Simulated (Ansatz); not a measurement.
`FCOC(F)Cl`. Charge 0, multiplicity 1. Geometry: relaxed with PBE0-D4/def2-TZVP. It is one conformer, not always the lowest.

```xyz
9

F    -0.702    1.735   -0.523
C    -1.051    0.411   -0.468
O     0.065   -0.390   -0.665
C     0.937   -0.419    0.393
F     0.397   -1.125    1.422
Cl    2.410   -1.211   -0.141
H    -1.514    0.230    0.507
H    -1.732    0.194   -1.290
H     1.190    0.575    0.764
```

Q: What is the dipole moment at ωB97M-V/def2-TZVPP? (Estimate.)

A: Ansatz gave: 1.49 D, with components (-1.37, 0.54, 0.23) D in this frame, pointing from negative to positive charge.

Q: And with PBE, r2SCAN, B3LYP? (An estimate is asked.)

A: Ansatz gave: PBE 1.45 D, r2SCAN 1.54 D, B3LYP 1.49 D.

Q: Give the Mulliken charges with ωB97M-V, PBE, r2SCAN in def2-TZVPP. (Best estimate.)

A: The calculation gave: 
| atom | ωB97M-V | PBE | r2SCAN |
| --- | --- | --- | --- |
| F1 | -0.22 | -0.19 | -0.23 |
| C2 | 0.13 | 0.11 | 0.25 |
| O3 | -0.24 | -0.18 | -0.26 |
| C4 | 0.18 | 0.17 | 0.28 |
| F5 | -0.18 | -0.15 | -0.19 |
| Cl6 | -0.05 | -0.08 | -0.10 |
| H7 | 0.12 | 0.10 | 0.07 |
| H8 | 0.12 | 0.11 | 0.07 |
| H9 | 0.14 | 0.11 | 0.09 |

B3LYP here is the variant with VWN-RPA as its local correlation; programs differ in this.
